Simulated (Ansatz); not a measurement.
**Hf, hcp: how the functional moves the structure**

All rows: Ansatz, plane waves with scalar-relativistic PAW, 420 eV (500 eV for the SCAN forms), relaxed under each functional, no dispersion correction, no zero-point motion. B₀ comes from uniform scaling at fixed shape; a dash is a value not given.

The measured cell (COD entry 9008501) has a = 3.197 Å, c = 5.058 Å (c/a = 1.582), 22.38 Å³/atom.

| functional | V (Å³/atom) | cell | B₀ (GPa) | magnetic state |
| --- | --- | --- | --- | --- |
| PBE | 22.56 | a = 3.205 Å, c = 5.074 Å (c/a = 1.583) | 107 | spin not included |
| r²SCAN | 22.38 | a = 3.199 Å, c = 5.051 Å (c/a = 1.579) | 111 | spin not included |
| PBEsol | 21.62 | a = 3.159 Å, c = 5.005 Å (c/a = 1.584) | 114 | spin not included |
| LDA | 20.83 | a = 3.118 Å, c = 4.948 Å (c/a = 1.587) | 121 | spin not included |
| revPBE | 23.00 | a = 3.225 Å, c = 5.106 Å (c/a = 1.583) | 103 | spin not included |
| RPBE | 23.17 | a = 3.233 Å, c = 5.118 Å (c/a = 1.583) | 102 | spin not included |
| BLYP | 23.14 | a = 3.232 Å, c = 5.115 Å (c/a = 1.582) | 102 | spin not included |

LDA gives the smallest volume and RPBE the largest.
